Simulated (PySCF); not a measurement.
# Basis-set dependence of excited states

Compound: C2H4F2.
Cartesian coordinates in Å at the PBE0-D3(BJ)/def2-SVP level; atoms count from 1:
```xyz
8
C2H4F2 angstrom
C     -0.7569   -0.1980    0.0173
C      0.6969    0.1711    0.0548
F      1.4116   -0.6634   -0.7363
F      0.8715    1.4288   -0.4164
H     -1.1146   -0.1529   -1.0212
H     -0.9011   -1.2165    0.4025
H     -1.3410    0.5025    0.6293
H      1.1329    0.1273    1.0696
```

TDDFT with PBE0 (PySCF), vertical singlets, core orbitals frozen in the response, spherical d and f functions. Geometry: PBE0-D3(BJ)/def2-SVP; no solvent, vibrations or thermal averaging.

| basis | functions | diffuse | S1 (eV) | S2 (eV) | S3 (eV) | S4 (eV) | S5 (eV) | LUMO (eV) | α (au) |
| --- | --- | --- | --- | --- | --- | --- | --- | --- | --- |
| 6-31G* | 64 | no | 11.00 | 11.12 | 11.53 | 12.27 | 12.36 | 3.24 | 23.2 |
| def2-SVP | 76 | no | 10.20 | 10.89 | 11.01 | 11.55 | 11.71 | 2.11 | 23.2 |
| 6-31+G* | 80 | yes | 9.00 | 9.56 | 9.92 | 10.00 | 10.42 | 0.55 | 26.5 |
| aug-cc-pVDZ | 128 | yes | 8.54 | 9.10 | 9.48 | 9.61 | 9.95 | -0.03 | 29.5 |
| def2-TZVP | 148 | no | 9.76 | 10.45 | 10.70 | 11.14 | 11.20 | 1.48 | 27.2 |
| def2-TZVPD | 190 | yes | 8.84 | 9.54 | 9.98 | 10.07 | 10.26 | 0.39 | 29.7 |
| aug-cc-pVTZ | 276 | yes | 8.54 | 9.08 | 9.42 | 9.52 | 9.96 | -0.06 | 29.8 |

Problem. How much do these states and the polarisability depend on the basis?

Solution. States are compared by their number. Against the largest diffuse basis here (aug-cc-pVTZ, itself not a converged limit), sets without diffuse functions differ by up to 2.46 eV in S1 and 2.40 eV in S5; the smaller diffuse sets differ by up to 0.46 and 0.46 eV. State by state, the largest deviation of a set without diffuse functions is S1 2.46, S2 2.04, S3 2.11, S4 2.75, S5 2.40 eV. The same number needn't mean the same state in each row. Against aug-cc-pVTZ the polarisability deviates by -22% in 6-31G*, -22% in def2-SVP, -11% in 6-31+G*, -1% in aug-cc-pVDZ, -9% in def2-TZVP, 0% in def2-TZVPD. A single + in a Pople set puts diffuse functions on heavy atoms only.
